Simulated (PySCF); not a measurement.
# How the numerical set-up moves the result for HF (triplet)

Aim: see how much the energy and properties of HF (triplet) depend on the numerical set-up.

Computed with PySCF 2.14.0. Level: each script names its method and basis.

1 further run of the same task is left out (it didn't finish).

### 1 The system as given

HF (triplet): 2 atoms, charge 0, spin multiplicity 3.

Bond lengths: H1–F2 0.888 Å.

### 2 The base run

input.py

```python
from pyscf import gto, scf, tdscf

mol = gto.M(
    atom='H 0 0 0; F 0 0 0.888',
    basis='jorge-dzp',
    charge=0,
    spin=2,
    verbose=4,
)
mf = scf.UHF(mol)
mf.kernel()
td = tdscf.TDA(mf)
td.nstates = 5
td.kernel()
td.analyze()
mf.dip_moment()
print('orbital energies (hartree):', [e[max(0, n-3):n+3].round(4) for e, n in zip(mf.mo_energy, mol.nelec)])
```

Started as:

```console
> OMP_NUM_THREADS=1 python input.py
```

The log of this run is left out.

Base result: E(SCF) = -99.694689 Eh, 9 cycles, ⟨S²⟩ = 2.003, μ = 2.17 D, excitations 0.20, 4.03, 14.12, 18.01, 18.37 eV.

The bond length is a typed value, not an optimised one. The triplet is typed in the script; nothing here shows that it is the ground state.

### 3 Cartesian functions on

Run 1 changes Cartesian functions: off → on.

input.py

```python
from pyscf import gto, scf, tdscf

mol = gto.M(
    atom='H 0 0 0; F 0 0 0.888',
    basis='jorge-dzp',
    charge=0,
    spin=2,
    cart=True,
    verbose=4,
)
mf = scf.UHF(mol)
mf.kernel()
td = tdscf.TDA(mf)
td.nstates = 5
td.kernel()
td.analyze()
mf.dip_moment()
print('orbital energies (hartree):', [e[max(0, n-3):n+3].round(4) for e, n in zip(mf.mo_energy, mol.nelec)])
```

Started as:

```console
> OMP_NUM_THREADS=1 python input.py
```

### 4 Spin-free X2C on

Run 2 changes spin-free X2C: off → on.

Edit input.py of step 2 so:

```diff
@@ -10,2 +10,3 @@
 mf = scf.UHF(mol)
+mf = mf.sfx2c1e()
 mf.kernel()
```

### 5 X2c-tzvpall (X2C on)

Run 3 changes basis set: jorge-dzp → x2c-tzvpall; spin-free X2C: off → on.

Edit input.py of step 2 so:

```diff
@@ -4,3 +4,3 @@
     atom='H 0 0 0; F 0 0 0.888',
-    basis='jorge-dzp',
+    basis='x2c-tzvpall',
     charge=0,
@@ -10,2 +10,3 @@
 mf = scf.UHF(mol)
+mf = mf.sfx2c1e()
 mf.kernel()
```

### 6 Sbkjc (core potential on)

Run 4 changes basis set: jorge-dzp → sbkjc; core potential: off → on. The core potential changes with it: totals don't compare.

Edit input.py of step 2 so:

```diff
@@ -4,3 +4,4 @@
     atom='H 0 0 0; F 0 0 0.888',
-    basis='jorge-dzp',
+    basis='sbkjc',
+    ecp={'F': 'sbkjc'},
     charge=0,
@@ -14,3 +15,3 @@
 td.kernel()
-td.analyze()
+td.analyze(verbose=3)
 mf.dip_moment()
```

### 7 Cc-pvtz

Run 5 changes basis set: jorge-dzp → cc-pvtz.

Edit input.py of step 2 so:

```diff
@@ -4,3 +4,3 @@
     atom='H 0 0 0; F 0 0 0.888',
-    basis='jorge-dzp',
+    basis='cc-pvtz',
     charge=0,
```

What does the calculation give? Wanted: for each run, E(SCF); from base; gap, α spin; SCF dipole; after the SCF.

As calculated:

```tsv
run	E(SCF) (hartree)	from base (eV)	cycles	gap, α spin (eV)	SCF dipole (D)	functions	after the SCF
base	-99.694689	0	9	23.93	2.17	20	lowest root found 0.20 eV
Cartesian functions on	-99.696059	-0.0373	9	23.95	2.21	21	lowest root found 0.20 eV
spin-free X2C on	-99.778291	-2.2749	9	23.94	2.17	20	lowest root found 0.20 eV
x2c-tzvpall (X2C on)	-99.813229	not comparable	9	18.81	2.68	37	lowest root found 0.31 eV
sbkjc (core potential on)	-24.058284	not comparable	8	25.06	2.33	10	lowest root found 0.03 eV
cc-pvtz	-99.718430	-0.6460	9	18.42	2.42	44	lowest root found 0.31 eV
```

What this shows: The largest comparable shift of the SCF energy, -2.275 eV, comes with the run “spin-free X2C on”. Scalar relativity lowers the total energy by 2.27 eV, nearly all of it in the inner shells; a basis contracted without relativity catches only part of it. cc-pvtz (44 functions) gives an energy 0.65 eV lower than jorge-dzp (20).
